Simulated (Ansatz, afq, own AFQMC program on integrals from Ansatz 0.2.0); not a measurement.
# Atomization energy of BSiH₂, doublet

| atom | x (Å) | y (Å) | z (Å) |
| --- | --- | --- | --- |
| Si | 0.0000 | -0.0053 | 0.5948 |
| B | 0.0000 | -0.0779 | -1.2479 |
| H | 0.0000 | 1.1505 | -0.7602 |
| H | 0.0000 | -0.1670 | -2.4296 |

Connectivity, by distances: Si–BH, 1 bridging H.

Atoms in their ground-state spins without spin–orbit coupling (mostly on UHF) minus the molecule (UHF), without zero-point energy. The geometry is a stationary point, not shown to be a minimum.

Basis cc-pVDZ. Noble-gas cores (and the filled d shells of Ga–Kr and In–Xe) are frozen. AFQMC by an in-house program on the Cholesky factors that Ansatz 0.2.0 writes for its CCSD(T) run. The CISD trial takes its coefficients from CCSD amplitudes. Released means that phaseless walkers are propagated on without the constraint, phases kept. Free AFQMC starts from the CCSD state and is never constrained. Its projection time is finite, and what remains of the start isn't in its error. ± is one standard error of the sampling. The errors of all members are added in quadrature.

No full CI on the walks' own integrals is used here; CCSDT(Q) serves as the reference and is uncertain by about the last step of the cluster series. Each member takes its own surest rung, up to full CI.

The best estimate is CCSD(T) at the basis-set limit (CBS: def2-TZVPP and def2-QZVPP, with their diffuse functions for anions and beside diffuse sets, CCSD(T) itself extrapolated) plus the step from CCSD(T) to CCSDT(Q) in cc-pVDZ. Rows without CBS are in cc-pVDZ, the functionals in def2-TZVP; B2PLYP and the wave-function rows carry a basis error of their own. Core correlation and relativity beyond core potentials are missing, and ± holds the sampling alone.

Best estimate: 11.048 eV.

```tsv
level	atomization energy (eV)	error against the best estimate (eV)
HF	8.032	-3.016
MP2	10.071	-0.976
CCSD	9.877	-1.171
CCSD(T)	10.020	-1.028
ph-AFQMC/CISD	10.032 ± 0.010	-1.015 ± 0.010
released AFQMC	10.063 ± 0.017	-0.984 ± 0.017
free AFQMC	10.049 ± 0.018	-0.999 ± 0.018
HF/CBS	8.300	-2.748
MP2/CBS	11.041	-0.007
CCSD(T)/CBS	11.022	-0.026
PBE	11.358	0.310
r2SCAN	11.369	0.321
PBE0	11.203	0.155
B3LYP	11.141	0.093
wB97M-V	11.249	0.202
B2PLYP	10.983	-0.065
surest rungs in cc-pVDZ	10.045	-1.002
```

Correlation beyond CCSD(T) adds 0.026 eV. Going to the basis-set limit adds 1.002 eV at CCSD(T). The perturbative (T) step is worth +0.143 eV. The functionals spread over 0.386 eV; B2PLYP and B3LYP come nearest and r2SCAN is 0.321 eV too high.

Best estimates are given only where the step beyond CCSD(T) is under 0.3 eV and no member's determinant is very poor (T1 over 0.05, or 0.07 for open shells, ⟨S²⟩ too high by 0.3, two states mixed), so the hardest cases are missing from such tables.

The functionals ran in a triple-zeta set and keep a basis error of their own, a few kJ/mol for each bond in atomization energies and more for double hybrids, so close places among them and the extrapolated levels can swap.

Free projections are given only where their last times agree within the noise and don't stop above the reference; a slow remainder of the start can still hide under it. Each member of a difference takes its own highest rung, so a best estimate needn't equal the limit plus the step of one row. A walk keeps the symmetry of its determinant, which the program's search chose and which needn't be the lowest solution, so a lower state of the same spin and another symmetry isn't excluded. Released energies are given only where the last usable release times agree within the noise; a slower fall can still hide under it.
